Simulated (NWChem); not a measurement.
# Correlation energy of Be

```
Be
```
Charge 0, spin multiplicity 1.

Everything below was run with NWChem.

Basis set: cc-pVQZ. Each correlation energy counts from its own Hartree-Fock reference.

The correlated methods keep 1 core orbital frozen. Coupled-cluster values serve here as a point of comparison, not as the truth.

**Question.** One of these methods gave a correlation energy of -46.0 mHa. Which?
(A) SCS-MP2
(B) CCSDT
(C) MP2

**Answer.** B, CCSDT. The others give -35.3 (SCS-MP2), -29.4 (MP2).
